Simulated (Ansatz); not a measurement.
# Where CCSD(T) holds and where it slips

Each species is computed at the geometry given (Å), with frozen cores, in Ansatz 0.2.0: RHF-CCSD(T) for singlets, UHF-CCSD(T) otherwise, and full CI in the same basis. The program picks the determinant by trial CCSD, so it needn't be the lowest Hartree–Fock solution. States: SiC⁺ Σ⁻ or Δ, AlH2⁻ A1, AsH4⁺ A1. Cases whose determinant has another symmetry than full CI's state, or whose (Q) step broke down, weren't drawn. No relativity is included.

Task: Judging by size, spin and bonding, rank them by the size of CCSD(T)'s error in total energy against full CI in the same basis, smallest first (an estimate).
A. AsH4⁺, singlet, 6-31G: As 0.000 0.000 0.000; H 0.859 0.862 0.860; H -0.863 -0.858 0.861; H -0.858 0.859 -0.864; H 0.862 -0.863 -0.857
B. SiC⁺, quartet, cc-pVDZ: Si 0.000 0.000 0.000; C 0.000 0.000 1.837
C. AlH2⁻, singlet, 6-31++G**: Al 0.000 -0.081 0.000; H 0.000 1.085 -1.233; H 0.000 1.085 1.233

Result: A (8.5 meV), C (16.9 meV), B (64.9 meV).

```json
{"species": "AsH4⁺, singlet", "basis": "6-31G", "correlated electrons": "8", "CCSD(T) − full CI (meV)": "8.5", "CCSDT(Q) − full CI (meV)": "0.1", "unpaired electrons (full CI)": "0.03", "T1": "0.005", "⟨S²⟩ of the determinant": "0.00"}
{"species": "AlH2⁻, singlet", "basis": "6-31++G**", "correlated electrons": "6", "CCSD(T) − full CI (meV)": "16.9", "CCSDT(Q) − full CI (meV)": "0.6", "unpaired electrons (full CI)": "0.08", "T1": "0.017", "⟨S²⟩ of the determinant": "0.00"}
{"species": "SiC⁺, quartet", "basis": "cc-pVDZ", "correlated electrons": "7", "CCSD(T) − full CI (meV)": "64.9", "CCSDT(Q) − full CI (meV)": "-1.2", "unpaired electrons (full CI)": "3.09", "T1": "0.053", "⟨S²⟩ of the determinant": "3.75"}
```

Unpaired electrons are Σ n²(2−n)² over natural occupations; an open shell counts its own unpaired electrons too. Frozen cores follow each run's orbitals, which moves totals by a few meV.
